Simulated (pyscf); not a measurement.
Elementary routes open to NH₃ (SMILES N) + H₂N–SiH•–NH₂ (SMILES N[SiH]N) in the gas phase (doublet surface):
A. H₂N–SiH₂–NH₂ (SMILES N[SiH2]N) + NH₂• (SMILES [NH2]) (H–N broken; H–Si formed)
B. H₂N–Si•(NH₂)–NH₂ (SMILES N[Si](N)N) + H₂ (SMILES [H][H]) (H–N, H–Si broken; N–Si, H–H formed)

Single points on ωB97X-D3(BJ)/def2-SVP structures (PySCF, gas phase).

Question: Rank the routes by free-energy barrier at 1200 K, lowest first, for ωB97M-D3(BJ)/def2-TZVP energies (ideal gas, 1 atm, RRHO with modes under 100 cm⁻¹ raised to 100, one conformer, R ln 2 for chiral ones without a mode under 150 cm⁻¹).

Answer: A (2.42 eV), B (3.45 eV)

Route A is the fastest of these, ahead of the next by 1.04 eV. The most stable products are those of B (ΔG = -0.21 eV), whose barrier is 1.04 eV higher: the kinetic and the thermodynamic product differ. At 298 K A is still the fastest. A: On the product side the descent ends in a complex (not fully relaxed), 0.25 eV under the separated species and 0.43 eV under the saddle at ωB97X-D3(BJ)/def2-TZVP. Only these routes are compared; each barrier is that of the saddle found, and lower ones may exist.
